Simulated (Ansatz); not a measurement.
# BH5S: the cost of one run

Method: RKS PBE0/def2-SVP, in Ansatz 0.2.0.

## 1. Starting point

Bond lengths: B1–S2 1.847 Å, B1–H3 1.283 Å, B1–H4 1.137 Å, B1–H5 1.203 Å, S2–H6 1.371 Å, S2–H7 1.397 Å. Angles: B1–S2–H6 110.4°, B1–S2–H7 108.1°, H6–S2–H7 109.4°, S2–B1–H3 107.4°, S2–B1–H4 109.6°, S2–B1–H5 110.3°, H3–B1–H4 112.1°, H3–B1–H5 105.3°, H4–B1–H5 112.0°.

As a file:

```xyz
7

B    -0.4522   -0.4235   -0.4629
S     0.5848    0.8509    0.3809
H    -1.6599    0.0094   -0.4712
H    -0.3575   -1.4160    0.0832
H    -0.1403   -0.5153   -1.6208
H     0.1756    1.0169    1.6788
H     1.9107    0.4097    0.3661
```

## 2. Relaxing end A

Input file input.yaml:

```yaml
crystal:
  periodic: [false, false, false]
  atoms:
    - { symbol: B, position_ang: [-0.4522, -0.4235, -0.4629] }
    - { symbol: S, position_ang: [0.5848, 0.8509, 0.3809] }
    - { symbol: H, position_ang: [-1.6599, 0.0094, -0.4712] }
    - { symbol: H, position_ang: [-0.3575, -1.416, 0.0832] }
    - { symbol: H, position_ang: [-0.1403, -0.5153, -1.6208] }
    - { symbol: H, position_ang: [0.1756, 1.0169, 1.6788] }
    - { symbol: H, position_ang: [1.9107, 0.4097, 0.3661] }
basis:
  gaussian: { orbitals: def2-SVP }
hamiltonian:
  xc: pbe0
relax:
  f_tol: 0.015
  max_steps: 40
```

Started as:

```
> ansatz run input.yaml --threads 1 --pin off --max-ram 2048MiB --backend cpu --events-out ev --progress --plain --runs-dir out
```

Q: Estimate wall time and peak memory on 1 thread of Arm Neoverse N1, shared host.

About 16 s, with a peak of 0.11 GiB.
